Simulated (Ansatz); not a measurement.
Consider the cleavage of the Si–Si bond: `[AlH2][SiH2][SiH3]` + H₂S → `[AlH2][SiH2]S` + SiH₄.

Computed with Ansatz on PBE0-D4/def2-TZVP structures; ΔE is electronic, products minus reactants. CBS: MP2 limit from def2 TZ/QZ plus the TZ coupled-cluster correction, frozen cores. This one scheme is used for every species. DFT in def2-TZVPP. B3LYP here is the variant with VWN-RPA as its local correlation; programs differ in this. Each species was taken in one conformer, which may not be the lowest.

```json
{"level": "LDA (SPW92)", "ΔE (kJ/mol)": "-31.3", "difference from CCSD(T)/CBS": "12.3"}
{"level": "revPBE-D4", "ΔE (kJ/mol)": "-34.5", "difference from CCSD(T)/CBS": "9.1"}
{"level": "r2SCAN-D4", "ΔE (kJ/mol)": "-39.6", "difference from CCSD(T)/CBS": "4.0"}
{"level": "B97M-V", "ΔE (kJ/mol)": "-36.2", "difference from CCSD(T)/CBS": "7.4"}
{"level": "PBE0-D4", "ΔE (kJ/mol)": "-36.0", "difference from CCSD(T)/CBS": "7.6"}
{"level": "B3LYP-D4", "ΔE (kJ/mol)": "-43.1", "difference from CCSD(T)/CBS": "0.5"}
{"level": "r2SCANh-D4", "ΔE (kJ/mol)": "-40.3", "difference from CCSD(T)/CBS": "3.3"}
{"level": "ωB97M-V", "ΔE (kJ/mol)": "-46.9", "difference from CCSD(T)/CBS": "-3.3"}
{"level": "B2PLYP", "ΔE (kJ/mol)": "-46.4", "difference from CCSD(T)/CBS": "-2.8"}
{"level": "PBE0", "ΔE (kJ/mol)": "-36.8", "difference from CCSD(T)/CBS": "6.8"}
{"level": "B3LYP", "ΔE (kJ/mol)": "-44.0", "difference from CCSD(T)/CBS": "-0.4"}
{"level": "r2SCAN0", "ΔE (kJ/mol)": "-41.9", "difference from CCSD(T)/CBS": "1.7"}
{"level": "HF/def2-SVP", "ΔE (kJ/mol)": "-51.1", "difference from CCSD(T)/CBS": "-7.5"}
{"level": "CCSD/def2-SVP", "ΔE (kJ/mol)": "-37.7", "difference from CCSD(T)/CBS": "5.9"}
{"level": "MP2/def2-QZVPP", "ΔE (kJ/mol)": "-51.0", "difference from CCSD(T)/CBS": "-7.4"}
{"level": "SCS-MP2/def2-QZVPP", "ΔE (kJ/mol)": "-52.2", "difference from CCSD(T)/CBS": "-8.6"}
{"level": "CCSD(T)/CBS", "ΔE (kJ/mol)": "-43.6", "difference from CCSD(T)/CBS": "0"}
```

Largest T1 diagnostic among the species: 0.013.

Leaving LDA and LC-ωPBE aside and taking each functional with its dispersion term where it has one, the values, not all of them listed here, spread over 14.7 kJ/mol, from BHLYP-D4 to PBE-D4. From BLYP to BHLYP (50 % exact exchange), in def2-TZVPP and without D4, ΔE moves by −7.0 kJ/mol. In def2-TZVPP, CCSD(T) changes the Hartree–Fock value by +14.6 kJ/mol (the triples alone add +1.1 kJ/mol) and MP2 by +6.2 kJ/mol.
